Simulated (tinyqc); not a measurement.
Worked calculation: Pariser-Parr-Pople SCF with singles CI, for the molecule c1cc[nH]c1 (SMILES; centres numbered as the heavy atoms are written). One step of it, computed by the program tinyqc.

Task: PPP integrals. Mataga-Nishimoto: gamma = 14.399645/(R + a), a = 2 x 14.399645/(gamma_rr + gamma_ss); H_rr = -W_r - sum_(s != r) z_s gamma_rs; H_rs = beta for bonds.

Centres (angstrom, eV; a flat drawing with bonds scaled to 1.40 angstrom):
```
centre          x          y  core charge z          W   gamma_rr
1C       1.191000   0.000000              1  11.160000  11.130000
2C       0.368000   1.133000              1  11.160000  11.130000
3C      -0.963000   0.700000              1  11.160000  11.130000
4N      -0.963000  -0.700000              2  25.600000  16.800000
5C       0.368000  -1.133000              1  11.160000  11.130000
```

Resonance integrals (eV):
```
i  j       beta
1  2  -2.390000
2  3  -2.390000
3  4  -2.240000
4  5  -2.240000
5  1  -2.390000
```

Give: repulsion gamma_rs; core matrix H.

Result:

repulsion gamma_rs (eV):
```
        1C      2C      3C      4N      5C
1C  11.130   5.345   4.046   4.369   5.345
2C   5.345  11.130   5.346   4.368   4.045
3C   4.046   5.346  11.130   5.923   4.046
4N   4.369   4.368   5.923  16.800   5.924
5C   5.345   4.045   4.046   5.924  11.130
```

core matrix H (eV):
```
         1C       2C       3C       4N       5C
1C  -34.634   -2.390    0.000    0.000   -2.390
2C   -2.390  -34.633   -2.390    0.000    0.000
3C    0.000   -2.390  -36.445   -2.240    0.000
4N    0.000    0.000   -2.240  -46.184   -2.240
5C   -2.390    0.000    0.000   -2.240  -36.444
```
